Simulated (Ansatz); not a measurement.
CH$_{5}$N, charge -1, sextet, at the geometry of the source list (a state made from the parent by changing its charge; the spin is typed, not shown lowest) (a gas-phase anion, which may not be bound at this level); B3LYP/3-21G in Ansatz (a first-principles code).

Ansatz was given this input:
Ansatz 0.2 input:
```yaml
crystal:
  periodic: [false, false, false]
  atoms:
    - {symbol: C, position_ang: [-0.56500000, 0.09650000, -0.01810000]}
    - {symbol: N, position_ang: [0.84900000, -0.09110000, -0.30040000]}
    - {symbol: H, position_ang: [-1.13450000, -0.61880000, -0.61070000]}
    - {symbol: H, position_ang: [-0.84960000, 1.10190000, -0.32720000]}
    - {symbol: H, position_ang: [-0.83900000, -0.03220000, 1.03900000]}
    - {symbol: H, position_ang: [1.13770000, -1.02450000, -0.02250000]}
    - {symbol: H, position_ang: [1.40140000, 0.56820000, 0.23990000]}
basis:
  gaussian:
    orbitals: 3-21G.json
hamiltonian:
  xc: b3lyp
total_charge: -1
magnetization: {spin_polarized: true, initial_magnetization: 5}
```
The basis file holds 3-21G in the JSON format of the Basis Set Exchange.

Task: Predict the main parts of the log of this Ansatz run.

Result: 
```
Functional definition: B3LYP
357 factors; integrals over basis functions are off by at most 1.0e-3 eV
mean field evaluation 1: about -2566.8229 eV, gradient 2.1e1 eV
mean field evaluation 2: about -2550.9672 eV, gradient 5.9e1 eV
mean field evaluation 4: about -2569.5184 eV, gradient 9.7e-1 eV
mean field evaluation 8: about -2569.7558 eV, gradient 3.0e-1 eV
mean field evaluation 16: about -2569.7588 eV, gradient 2.0e-3 eV
mean field evaluation 32: about -2569.5530 eV, gradient 7.6e-1 eV
a density is far from that of the atoms, so the factors are made again for it
407 factors; integrals over basis functions are off by at most 5.2e-5 eV
mean field -2569.75872382 eV, -94.4368912552 hartree, gradient 1.6e-5 eV, S^2 8.754500; 0 other end points of the search recorded, 0 dependent functions left out
reference -2569.75891917 eV, -94.4368984344 hartree; 12, 7 occupied and 16, 21 virtual orbitals, 407 factors
Total energy: -2569.75891917 eV, -94.4368984344 hartree
```
